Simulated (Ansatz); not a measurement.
Reaction: C2H6S (SMILES CSC) + H+ → C2H7S+ (SMILES [SH+](C)C)
Each species at its own B3LYP-D3(BJ)/def2-TZVP minimum (Ansatz, a quantum-chemistry and plane-wave program).

Property: proton affinity (electronic), positive where energy is released, in kcal/mol. Open shells are spin-unrestricted; no spin-orbit coupling. CBS(X,Y): correlation extrapolated as X^-3, Hartree-Fock from the larger set. A bracket is a step between two methods taken in the basis named. The functionals are non-relativistic, so their misses hold any scalar relativity. Double hybrids freeze cores in their MP2 part. 'core' is core correlation in cc-pwCVTZ (1s frozen past Ne), 'X2C' scalar relativity in cc-pVTZ-DK, both at CCSD(T).

CCSD(T)/CBS(cc-pV(T+d)Z,cc-pV(Q+d)Z) + [CCSDT(Q) - CCSD(T)]/cc-pV(D+d)Z + core + X2C (Ansatz) gives 203.8 kcal/mol.

Q: How far off this value is PBE/def2-TZVPD (Ansatz), in which direction, and which of these levels come nearer: r2SCAN/def2-TZVPD, B3LYP/def2-TZVPD, wB97M-V/def2-TZVPD, B2PLYP/def2-TZVPD, CCSD(T)/CBS(cc-pV(T+d)Z,cc-pV(Q+d)Z) + core + X2C?

A: PBE gives 204.4 kcal/mol, 0.6 kcal/mol above it. Differences of the others: r2SCAN/def2-TZVPD (Ansatz) 2.0; B3LYP/def2-TZVPD (Ansatz) 1.2; wB97M-V/def2-TZVPD (Ansatz) -2.2; B2PLYP/def2-TZVPD (Ansatz) -0.1; CCSD(T)/CBS(cc-pV(T+d)Z,cc-pV(Q+d)Z) + core + X2C (Ansatz) -0.1 kcal/mol. Nearer than PBE: B2PLYP/def2-TZVPD, CCSD(T)/CBS(cc-pV(T+d)Z,cc-pV(Q+d)Z) + core + X2C.
